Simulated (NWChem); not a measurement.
A calculation on water (H$_{2}$O)

SMILES: O
```xyz
3

O      0.0000     0.0000     0.1226
H      0.7577     0.0000    -0.4905
H     -0.7577     0.0000    -0.4905
```
Charge 0, spin multiplicity 1.

Everything below was run with NWChem. Structure: optimised with PBE/def2-SVP, a minimum by its harmonic frequencies.

Symmetry labels belong to the abelian group C2v used in the runs, with the axes of the coordinates shown.

**Question.** List the lowest 3 singlet excitations that TD-PBE/def2-SVPD gives, with oscillator strengths.

**Answer.** 
```csv
state,symmetry,energy (eV),wavelength (nm),f
1,b2,6.90,180,0.053
2,a2,8.68,143,0.000
3,a1,9.12,136,0.101
```
